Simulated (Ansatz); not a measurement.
Mulliken charges of C$_{2}$H$_{3}$NO, SMILES `N=C1CO1` from ωB97M-V/def2-TZVPP in Ansatz (PBE0-D4/def2-TZVP geometry).

```json
{"atom": "N1", "x (Å)": "-1.492", "y (Å)": "0.300", "z (Å)": "-0.774", "charge (e)": "-0.225"}
{"atom": "C2", "x (Å)": "-0.502", "y (Å)": "-0.115", "z (Å)": "-0.144", "charge (e)": "0.197"}
{"atom": "C3", "x (Å)": "0.829", "y (Å)": "-0.161", "z (Å)": "0.403", "charge (e)": "-0.082"}
{"atom": "O4", "x (Å)": "-0.224", "y (Å)": "-1.184", "z (Å)": "0.596", "charge (e)": "-0.262"}
{"atom": "H5", "x (Å)": "-1.287", "y (Å)": "1.189", "z (Å)": "-1.219", "charge (e)": "0.128"}
{"atom": "H6", "x (Å)": "1.075", "y (Å)": "0.397", "z (Å)": "1.301", "charge (e)": "0.122"}
{"atom": "H7", "x (Å)": "1.663", "y (Å)": "-0.494", "z (Å)": "-0.208", "charge (e)": "0.122"}
```

Question: By hand: the dipole of these point charges (1 e Å = 4.8032 D).

Answer: Σ q r = (0.397, 0.374, -0.066) e Å, of length 0.549 e Å = 2.64 D.

Question: How does the dipole of the full density compare? (Estimate.)

Answer: The calculation gave: (0.636, 0.393, 0.016) e Å, 3.59 D; the point charges give 0.74 times that, at 14° from its direction.

Point charges leave out the atoms' own dipoles, such as those of lone pairs, and Mulliken's split depends on the basis, so the two needn't agree.
